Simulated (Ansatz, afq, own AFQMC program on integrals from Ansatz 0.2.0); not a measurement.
**Where AFQMC and coupled cluster stand for Si⁺, quartet**

A free Si cation.

Basis aug-cc-pVTZ. Noble-gas cores (and the filled d shells of Ga–Kr and In–Xe) are frozen. AFQMC by an in-house program on the Cholesky factors that Ansatz 0.2.0 writes for its CCSD(T) run. ph-AFQMC/CISD is guided by a CISD state made of CCSD amplitudes; releasing the constraint for a short imaginary time cuts its bias at the price of noise, slowly where states lie close. Uncertainties: one standard error, sampling alone.

Determinant: UHF, the one that the program's search chose, which needn't be the lowest solution.

Full CI on the same integrals is exact in this basis and with this determinant's frozen core.

Cautions: another spin lies lower (by 5.11 eV); the released energies have errors that jump between times, so the bars are unsure, so no released level is given (meV from the phaseless value at times in 1/Eh: 0.5 ± 0.3 at 0.24, -0.45 ± 0.20 at 0.51, 0.26 ± 0.15 at 0.99, -5 ± 5 at 1.62, 0.2 ± 0.5 at 2.40), though the last usable value meets full CI within the noise.

```
T1 diagnostic                               : 0.0028
weight of the determinant in the CISD state : 0.986
⟨S²⟩ of the determinant                     : 3.750
size of the correlated space                : 3 electrons in 45 orbitals
```

Reference: full CI, correlation energy -0.415 eV.

```
        level  E − E(reference) (kJ/mol)  share of correlation (%)
           HF                       40.0                      0.00
          MP2                       13.8                     65.38
         CCSD                        0.4                     99.01
      CCSD(T)                        0.1                     99.68
ph-AFQMC/CISD                 0.0 ± 0.06                    100.06
```

A walk keeps the symmetry of its determinant, which the program's search chose and which needn't be the lowest solution, so a lower state of the same spin and another symmetry isn't excluded.
